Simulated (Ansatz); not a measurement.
Species: C$_{3}$H$_{7}$, SMILES `C[CH]C` (charge 0, multiplicity 2).

Give a relaxed geometry from B3LYP-D3(BJ)/def2-TZVP in Ansatz (a program for electronic structure).

the end point of this relaxation (outside a Z-matrix the atoms follow the SMILES, hydrogens last).
Cartesian coordinates (Å) in one orientation:
```xyz
10

C      1.285     0.181     0.015
C     -0.061    -0.036     0.604
C     -1.266    -0.108    -0.262
H      1.283     1.017    -0.693
H      2.039     0.383     0.777
H      1.629    -0.697    -0.555
H     -0.139    -0.343     1.639
H     -1.283    -1.030    -0.865
H     -1.295     0.720    -0.979
H     -2.190    -0.087     0.318
```
